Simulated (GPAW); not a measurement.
# One shape, several levels: Si2H5 (SMILES [SiH2][SiH3])

Aim: a comparison of 5 runs (U-r2SCAN/plane waves, UPBE/real-space grid, URPBE/real-space grid, ULDA (PW92)/sz(dzp), URPBE/dzp) of Si2H5. Input form: an ASE script.

Program for the calculation: GPAW 26.7.0.

3 further runs of the same task are left out: 1 that didn't finish, 2 set aside as unsound or not needed.

## (1) Starting point

Si2H5 has 7 atoms, charge 0, and is taken as a doublet. As SMILES, `[SiH2][SiH3]`. Geometry: relaxed at PBE0-D4/def2-TZVP.

Bond lengths: Si1–Si2 2.324 Å, Si1–H3 1.489 Å, Si1–H4 1.488 Å, Si2–H5 1.487 Å, Si2–H6 1.490 Å, Si2–H7 1.487 Å. Angles: Si1–Si2–H5 109.0°, Si1–Si2–H6 112.7°, Si1–Si2–H7 109.0°, Si2–Si1–H3 114.5°, Si2–Si1–H4 114.5°, H5–Si2–H6 108.5°, H5–Si2–H7 109.1°, H6–Si2–H7 108.5°, H3–Si1–H4 109.9°.

## (2) Energy and one-electron properties at U-r2SCAN/plane waves (scalar-relativistic datasets) (run 1)

The input, molecule.sdf:

```

     RDKit          3D

  7  6  0  0  0  0  0  0  0  0999 V2000
   -0.2096   -1.3612   -0.1911 Si  0  0  0  0  0  3  0  0  0  0  0  0
    0.3579    0.8892   -0.0620 Si  0  0  0  0  0  4  0  0  0  0  0  0
   -0.0026   -2.1239    1.0703 H   0  0  0  0  0  0  0  0  0  0  0  0
   -1.5736   -1.6246   -0.7256 H   0  0  0  0  0  0  0  0  0  0  0  0
    0.2100    1.5028   -1.4080 H   0  0  0  0  0  0  0  0  0  0  0  0
   -0.4958    1.6431    0.8986 H   0  0  0  0  0  0  0  0  0  0  0  0
    1.7749    1.0068    0.3722 H   0  0  0  0  0  0  0  0  0  0  0  0
  2  1  1  0
  3  1  1  0
  4  1  1  0
  5  2  1  0
  6  2  1  0
  7  2  1  0
M  RAD  1   1   2
M  END
$$$$
```

The input, molecule.py:

```python
import numpy as np
from ase.io import read
from ase.units import Debye
from gpaw import GPAW, PW

# Structure
atoms = read('molecule.sdf')
atoms.center(vacuum=4.5)
atoms.set_initial_magnetic_moments([0.5, 0.5, 0.0, 0.0, 0.0, 0.0, 0.0])

# DFT calculator
calculator = GPAW(mode=PW(500),
                  xc='MGGA_X_R2SCAN+MGGA_C_R2SCAN',
                  occupations={'name': 'fermi-dirac', 'width': 0.01, 'fixmagmom': True},
                  mixer={'name': 'pulay', 'beta': 0.1, 'nmaxold': 5, 'weight': 1.0},
                  maxiter=100,
                  symmetry='off',
                  txt='molecule.txt')
atoms.calc = calculator

energy = atoms.get_potential_energy()
print(f'Energy: {energy:.5f} eV')
forces = atoms.get_forces()
print('Forces (eV/Ang)')
for symbol, f in zip(atoms.symbols, forces):
    print(f'{symbol:2} {f[0]:9.4f} {f[1]:9.4f} {f[2]:9.4f}')
dipole = atoms.get_dipole_moment() / Debye
print(f'Dipole = {np.linalg.norm(dipole):.3f} D')
print('Moments:', atoms.get_magnetic_moments().round(3))
```

Started as:

```sh
$ OMP_NUM_THREADS=1 python molecule.py
```

What it wrote:

```text
Energy: -32.76094 eV
Forces (eV/Ang)
Si   -0.0277    0.0173    0.0334
Si    0.0141   -0.0170   -0.0197
H     0.0007   -0.0005   -0.0215
H     0.0183   -0.0055   -0.0046
H     0.0046    0.0030    0.0297
H     0.0115   -0.0077   -0.0134
H    -0.0251    0.0113   -0.0024
Dipole = 0.054 D
Moments: [ 0.296  0.006 -0.002 -0.002 -0.     0.014 -0.   ]
```

molecule.txt:

```text
__  _  _
 | _ |_)|_||  |
 |__||  | ||/\| - 26.7.0

units:  Angstrom and eV
cores:  1
OpenMP: False

Versions:
  Python: 3.12.14
  ASE:    3.29.0
  Numpy:  2.5.5
  Scipy:  1.18.1
  Libxc:  7.0.0

        _gpaw.cpython-312-aarch64-linux-gnu.so

Input parameters:
  mode=PW(ecut=500.0),
  maxiter=100,
  mixer=Pulay(name='pulay', nmaxold=5, beta=0.1, weight=1.0, sigma=0.015, g_ss=None),
  occupations=Occupations(name='fermi-dirac', width=0.01, fixmagmom=True),
  symmetry=Symmetry(point_group=False, time_reversal=False),
  xc=XC(name='MGGA_X_R2SCAN+MGGA_C_R2SCAN')

[... 58 lines left out ...]
|   |                                coordinates |     weight |
[... 79 lines left out ...]
Reference energy: -15835.139312  # eV
[... 3 lines left out ...]
  Converge bands: occupied
[... 21 lines left out ...]
convergence criteria:
- Maximum [total energy] change in last 3 cyles: 0.0005 eV / valence electron
[... 13 lines left out ...]
Converged in 18 steps
[... 12 lines left out ...]
  Free energy:     -32.760942
[... 2 lines left out ...]
dipole moment: (0.000415, 0.011008, 0.002676)  # |e|*Ang
[... 14 lines left out ...]
Fermi levels: -3.409, -5.731
Eigenvalues  # (at kpt = [0.000, 0.000, 0.000])
| band index |      eig [eV] | occ [0-1] |      eig [eV] | occ [0-1] |
|------------|---------------|-----------|---------------|-----------|
|          0 |       -14.356 |     1.000 |       -14.058 |     1.000 |
|          1 |       -12.563 |     1.000 |       -12.131 |     1.000 |
|          2 |        -9.085 |     1.000 |        -9.013 |     1.000 |
[... 9 lines of this table left out ...]
|         12 |         0.766 |     0.000 |         0.985 |     0.000 |

Gap: 2.417 eV
Transition (v -> c):
  (s=0, k=0, n=6, [0.00, 0.00, 0.00]) -> (s=1, k=0, n=6, [0.00, 0.00, 0.00])
No difference between direct/indirect transitions
vacuum-level: 0.269  # V

Forces  # eV/Ang
|        x |        y |        z |
|----------|----------|----------|
| -0.02766 |  0.01735 |  0.03335 |  # Si   0
|  0.01409 | -0.01700 | -0.01968 |  # Si   1
|  0.00073 | -0.00049 | -0.02146 |  # H    2
|  0.01825 | -0.00549 | -0.00462 |  # H    3
|  0.00461 |  0.00296 |  0.02968 |  # H    4
|  0.01153 | -0.00767 | -0.01341 |  # H    5
| -0.02510 |  0.01127 | -0.00242 |  # H    6

Force computation time: 0.732  # s

timing:  # [seconds]
  Total:  93.737  # ━━━━━━━━━━━━━━━━━━━━━━━━━━━━━━━━━━━━━━━━━━━━━━━━━━━━━━━━━
  Init:    3.033  # ━━
  SCF:    89.912  # ━━━━━━━━━━━━━━━━━━━━━━━━━━━━━━━━━━━━━━━━━━━━━━━━━━━━━━╸
  Forces:  0.732  # ╸

Max RSS: 851.027  # MiB
```

Run time: 94 s. Hardware: 1 thread of Arm Neoverse V2, shared host; peak memory 0.83 GiB.

## (3) Energy and one-electron properties at UPBE/real-space grid (scalar-relativistic datasets) (run 2)

The input, run.py:

```python
import numpy as np
from ase import Atoms
from ase.units import Bohr, Debye
from gpaw import GPAW

# Structure
positions_bohr = np.array(
              [[ -0.396087,  -2.572295,  -0.361127],
               [  0.676333,   1.680344,  -0.117163],
               [ -0.004913,  -4.013589,   2.022574],
               [ -2.973673,  -3.070049,  -1.371185],
               [  0.396842,   2.839880,  -2.660734],
               [ -0.936926,   3.105009,   1.698108],
               [  3.354075,   1.902576,   0.703356]])
atoms = Atoms(['Si', 'Si', 'H', 'H', 'H', 'H', 'H'], positions=positions_bohr * Bohr)
atoms.center(vacuum=4.5)
atoms.set_initial_magnetic_moments([0.5, 0.5, 0.0, 0.0, 0.0, 0.0, 0.0])

# Calculator
calculator = GPAW(mode='fd',
                  maxiter=100,
                  h=0.2,
                  occupations={'name': 'fermi-dirac', 'width': 0.02, 'fixmagmom': True},
                  symmetry='off',
                  xc='PBE',
                  txt='-')
atoms.calc = calculator

energy = atoms.get_potential_energy()
print(f'Energy                  {energy:.5f} eV')
forces = atoms.get_forces()
print('Forces (eV/Ang)')
for symbol, f in zip(atoms.symbols, forces):
    print(f'{symbol:2} {f[0]:9.4f} {f[1]:9.4f} {f[2]:9.4f}')
dipole = atoms.get_dipole_moment() / Debye
print(f'Dipole = {np.linalg.norm(dipole):.3f} D')
```

Started as:

```sh
$ python run.py
```

What it wrote (excerpt; [...] marks lines left out):

```text
[...]
Number of symmetries: 1
[...]
  Number of IBZ points: 1
[...]
Spin-components: 2 (collinear spins)
Bands:           13
[...]
  Valence electrons: 13.0
[...]
  Grid points: [60 64 56]
  Charge: 0.0  # |e|
[...]
    cutoffs:
[...]
occupation numbers:
  Fixed magnetic moment: 1.000
[...]
xc functional:
  name: PBE with 2 nearest neighbor stencil
[...]
|iter     |     time |      energy | eigst |  dens |  magmom |
[...]
|iter:   1| 00:00:03 |  -27.067547 | +1.07 |       |  +0.9901|
[...]
|iter:  14| 00:00:24 |  -25.848565c| -7.60c| -5.41c|  +1.0000|
Converged in 14 steps
[...]
Energy contributions relative to reference atoms: (reference = -15835.139312)
Energy contributions:
  Kinetic:          31.332127
  Coulomb:         -33.251859
  Zero:             -0.100200
  External:          0.000000
  Xc:              -23.828632
  Entropy:          -0.000000
  Spinorbit:         0.000000
  ----------------------------
  Free energy:     -25.848565
  Extrapolated:    -25.848565
dipole moment: (-0.001447, 0.014524, 0.005389)  # |e|*Ang
Total magnetic moment: (0.000000, 0.000000, 1.000000)
Local magnetic moments
|        x |        y |         z |
|----------|----------|-----------|
| 0.000000 | 0.000000 |  0.285646 |  # Si   0
| 0.000000 | 0.000000 |  0.010732 |  # Si   1
| 0.000000 | 0.000000 |  0.000295 |  # H    2
| 0.000000 | 0.000000 |  0.000298 |  # H    3
| 0.000000 | 0.000000 | -0.000345 |  # H    4
| 0.000000 | 0.000000 |  0.013560 |  # H    5
| 0.000000 | 0.000000 | -0.000331 |  # H    6
Fermi levels: -3.012, -5.910
[...]
Gap: 2.822 eV
Transition (v -> c):
[...]
Forces (eV/Ang)
Si    0.1186    0.0458   -0.0823
Si   -0.0146   -0.1024   -0.0147
H     0.0199   -0.1050    0.1674
H    -0.1881   -0.0439   -0.0512
H    -0.0131    0.0751   -0.1644
H    -0.0820    0.1045    0.1255
H     0.1728    0.0301    0.0385
Dipole = 0.075 D
```

It took 25 s on 1 thread of Arm Neoverse V2, shared host; peak memory 0.72 GiB.

Run 3 isn't shown in full; the table further down has it.

## (4) The charge distribution at ULDA (PW92)/sz(dzp) (scalar-relativistic datasets) (run 4)

The input, gs.sdf:

```

     RDKit          3D

  7  6  0  0  0  0  0  0  0  0999 V2000
   -0.2096   -1.3612   -0.1911 Si  0  0  0  0  0  3  0  0  0  0  0  0
    0.3579    0.8892   -0.0620 Si  0  0  0  0  0  4  0  0  0  0  0  0
   -0.0026   -2.1239    1.0703 H   0  0  0  0  0  0  0  0  0  0  0  0
   -1.5736   -1.6246   -0.7256 H   0  0  0  0  0  0  0  0  0  0  0  0
    0.2100    1.5028   -1.4080 H   0  0  0  0  0  0  0  0  0  0  0  0
   -0.4958    1.6431    0.8986 H   0  0  0  0  0  0  0  0  0  0  0  0
    1.7749    1.0068    0.3722 H   0  0  0  0  0  0  0  0  0  0  0  0
  2  1  1  0
  3  1  1  0
  4  1  1  0
  5  2  1  0
  6  2  1  0
  7  2  1  0
M  RAD  1   1   2
M  END
$$$$
```

The input, sp.py:

```python
import numpy as np
from ase.io import read
from ase.units import Debye
from gpaw import GPAW

# Geometry
atoms = read('gs.sdf')
atoms.center(vacuum=4.5)
atoms.set_initial_magnetic_moments([0.5, 0.5, 0.0, 0.0, 0.0, 0.0, 0.0])

# Ground state
dft = GPAW(mode='lcao',
           basis='sz(dzp)',
           h=0.25,
           xc='LDA',
           occupations={'name': 'fermi-dirac', 'width': 0.01, 'fixmagmom': True},
           maxiter=100,
           symmetry='off',
           txt='-')
atoms.calc = dft

energy = atoms.get_potential_energy()
print(f'Energy: {energy:.5f} eV')
forces = atoms.get_forces()
print('Forces (eV/Ang)')
for symbol, f in zip(atoms.symbols, forces):
    print(f'{symbol:2} {f[0]:9.4f} {f[1]:9.4f} {f[2]:9.4f}')
dipole = atoms.get_dipole_moment() / Debye
print(f'Dipole: {np.linalg.norm(dipole):.3f} D')
print('Moments:', atoms.get_magnetic_moments().round(3))
```

Started as:

```sh
$ python3 sp.py
```

What it wrote (excerpt; [...] marks lines left out):

```text
[...]
Number of symmetries: 1
[...]
  Number of IBZ points: 1
[...]
basis functions: 13
Spin-components: 2 (collinear spins)
Bands:           13
[...]
  Valence electrons: 13.0
[...]
  Grid points: [48 52 44]
  Charge: 0.0  # |e|
[...]
    cutoffs:
[...]
occupation numbers:
  Fixed magnetic moment: 1.000
[...]
xc functional:
  name: None
[...]
|iter     |     time |      energy | eigst |  dens |  magmom |
[...]
|iter:   1| 00:00:02 |  -21.202387 |      c|       |  +1.0015|
[...]
|iter:   9| 00:00:04 |  -20.864672c|      c| -4.49c|  +1.0000|
Converged in 9 steps
[...]
Energy contributions relative to reference atoms: (reference = -15778.071158)
Energy contributions:
  Kinetic:         -14.968112
  Coulomb:           8.704500
  Zero:             -0.138379
  External:          0.000000
  Xc:              -14.462681
  Entropy:          -0.000000
  Spinorbit:         0.000000
  ----------------------------
  Free energy:     -20.864672
  Extrapolated:    -20.864672
dipole moment: (0.017871, -0.046868, -0.028671)  # |e|*Ang
Total magnetic moment: (0.000000, 0.000000, 1.000002)
Local magnetic moments
|        x |        y |         z |
|----------|----------|-----------|
| 0.000000 | 0.000000 |  0.306525 |  # Si   0
| 0.000000 | 0.000000 |  0.002704 |  # Si   1
| 0.000000 | 0.000000 | -0.000040 |  # H    2
| 0.000000 | 0.000000 | -0.000041 |  # H    3
| 0.000000 | 0.000000 |  0.000095 |  # H    4
| 0.000000 | 0.000000 |  0.013631 |  # H    5
| 0.000000 | 0.000000 |  0.000113 |  # H    6
Fermi levels: -2.682, -5.776
[...]
Gap: 3.731 eV
Transition (v -> c):
[...]
Forces (eV/Ang)
Si    1.6258    0.3715   -1.3257
Si   -0.4369   -1.2490    0.0394
H     0.8859   -1.3751    2.0725
H    -2.2677   -0.6138   -1.5339
H    -0.6913    1.2190   -2.1847
H    -0.9605    1.4670    2.1714
H     2.3480    0.3894    1.2482
Dipole: 0.278 D
Moments: [ 0.307  0.003 -0.    -0.     0.     0.014  0.   ]
```

Run time: 3.9 s. Hardware: 1 thread of Arm Neoverse V2, shared host; peak memory 0.4 GiB.

## (5) The charge distribution at URPBE/dzp (scalar-relativistic datasets) (run 5)

The input, run.sdf:

```

     RDKit          3D

  7  6  0  0  0  0  0  0  0  0999 V2000
   -0.2096   -1.3612   -0.1911 Si  0  0  0  0  0  3  0  0  0  0  0  0
    0.3579    0.8892   -0.0620 Si  0  0  0  0  0  4  0  0  0  0  0  0
   -0.0026   -2.1239    1.0703 H   0  0  0  0  0  0  0  0  0  0  0  0
   -1.5736   -1.6246   -0.7256 H   0  0  0  0  0  0  0  0  0  0  0  0
    0.2100    1.5028   -1.4080 H   0  0  0  0  0  0  0  0  0  0  0  0
   -0.4958    1.6431    0.8986 H   0  0  0  0  0  0  0  0  0  0  0  0
    1.7749    1.0068    0.3722 H   0  0  0  0  0  0  0  0  0  0  0  0
  2  1  1  0
  3  1  1  0
  4  1  1  0
  5  2  1  0
  6  2  1  0
  7  2  1  0
M  RAD  1   1   2
M  END
$$$$
```

The input, run_sp.py:

```python
import numpy as np
from ase.io import read
from ase.units import Debye
from gpaw import GPAW

atoms = read('run.sdf')
atoms.center(vacuum=4.5)
atoms.set_initial_magnetic_moments([0.5, 0.5, 0.0, 0.0, 0.0, 0.0, 0.0])

dft = GPAW(mode='lcao',
           occupations={'name': 'fermi-dirac', 'width': 0.01, 'fixmagmom': True},
           basis='dzp',
           maxiter=100,
           h=0.22,
           symmetry='off',
           xc='RPBE',
           txt='-')
atoms.calc = dft

energy = atoms.get_potential_energy()
print(f'Energy                  {energy:.5f} eV')
forces = atoms.get_forces()
print('Forces (eV/Ang)')
for symbol, f in zip(atoms.symbols, forces):
    print(f'{symbol:2} {f[0]:9.4f} {f[1]:9.4f} {f[2]:9.4f}')
dipole = atoms.get_dipole_moment() / Debye
print(f'Dipole: {np.linalg.norm(dipole):.3f} D')
print('Moments:', atoms.get_magnetic_moments().round(3))
```

Started as:

```sh
$ python3 -u run_sp.py | tee run_sp.out
```

What it wrote (excerpt; [...] marks lines left out):

```text
[...]
Number of symmetries: 1
[...]
  Number of IBZ points: 1
[...]
basis functions: 51
Spin-components: 2 (collinear spins)
Bands:           13
[...]
  Valence electrons: 13.0
[...]
  Grid points: [56 60 52]
  Charge: 0.0  # |e|
[...]
    cutoffs:
[...]
occupation numbers:
  Fixed magnetic moment: 1.000
[...]
xc functional:
  name: RPBE with 2 nearest neighbor stencil
[...]
|iter     |     time |      energy | eigst |  dens |  magmom |
[...]
|iter:   1| 00:00:02 |  -25.342703 |      c|       |  +0.9985|
[...]
|iter:  10| 00:00:09 |  -24.592953c|      c| -4.22c|  +1.0000|
Converged in 10 steps
[...]
Energy contributions relative to reference atoms: (reference = -15842.823481)
Energy contributions:
  Kinetic:          25.468233
  Coulomb:         -27.063155
  Zero:             -0.117359
  External:          0.000000
  Xc:              -22.880672
  Entropy:          -0.000000
  Spinorbit:         0.000000
  ----------------------------
  Free energy:     -24.592953
  Extrapolated:    -24.592953
dipole moment: (0.011350, 0.006085, -0.008140)  # |e|*Ang
Total magnetic moment: (0.000000, 0.000000, 1.000002)
Local magnetic moments
|        x |        y |         z |
|----------|----------|-----------|
| 0.000000 | 0.000000 |  0.299856 |  # Si   0
| 0.000000 | 0.000000 |  0.008348 |  # Si   1
| 0.000000 | 0.000000 | -0.000998 |  # H    2
| 0.000000 | 0.000000 | -0.000998 |  # H    3
| 0.000000 | 0.000000 | -0.000333 |  # H    4
| 0.000000 | 0.000000 |  0.013067 |  # H    5
| 0.000000 | 0.000000 | -0.000319 |  # H    6
Fermi levels: -3.168, -5.044
[...]
Gap: 3.082 eV
Transition (v -> c):
[...]
Forces (eV/Ang)
Si    0.2392   -0.0598   -0.2260
Si   -0.0404   -0.1037    0.0067
H     0.0662   -0.1947    0.3840
H    -0.3852   -0.0692   -0.1393
H    -0.0351    0.1739   -0.3789
H    -0.2452    0.2015    0.2299
H     0.4047    0.0341    0.0876
Dipole: 0.073 D
Moments: [ 0.3    0.008 -0.001 -0.001 -0.     0.013 -0.   ]
```

It took 9.9 s on 1 thread of Arm Neoverse V2, shared host; peak memory 0.65 GiB.

## (6) The series

```tsv
run	level	mode	plane-wave cutoff	energy (Eh)	dipole moment (D)	HOMO energy (eV)	LUMO energy (eV)	wall time
1	U-r2SCAN/plane waves (scalar-relativistic datasets)	pw	500	-583.134579	0.05	-5.56	-3.14	94 s
2	UPBE/real-space grid (scalar-relativistic datasets)	fd	–	-582.880553	0.07	-5.21	-3.62	25 s
3	URPBE/real-space grid (scalar-relativistic datasets)	fd	–	-583.135101	0.07	-5.22	-3.52	14 s
4	ULDA (PW92)/sz(dzp) (scalar-relativistic datasets)	lcao	–	-580.600183	0.28	-6.62	-5.44	3.9 s
5	URPBE/dzp (scalar-relativistic datasets)	lcao	–	-583.116799	0.07	-5.08	-3.35	9.9 s
```

## (7) Summary of results

| quantity | value |
| --- | --- |
| run 5, URPBE/dzp: energy as printed (from the program's reference atoms) | -24.5930 eV |
| run 5, URPBE/dzp: dipole moment | 0.07 D |
| run 5, URPBE/dzp: HOMO energy (highest over α and β) | -5.08 eV |
| run 5, URPBE/dzp: LUMO energy (lowest over α and β) | -3.35 eV |

In words: The dipole moment (its size) runs from 0.05 D (U-r2SCAN/plane waves) to 0.28 D (ULDA (PW92)/sz(dzp)). The two ends differ in method and basis. The two dipoles point in opposite directions. Totals of different functionals can't be ranked against each other. All runs together took 2.4 min, the longest 94 s.
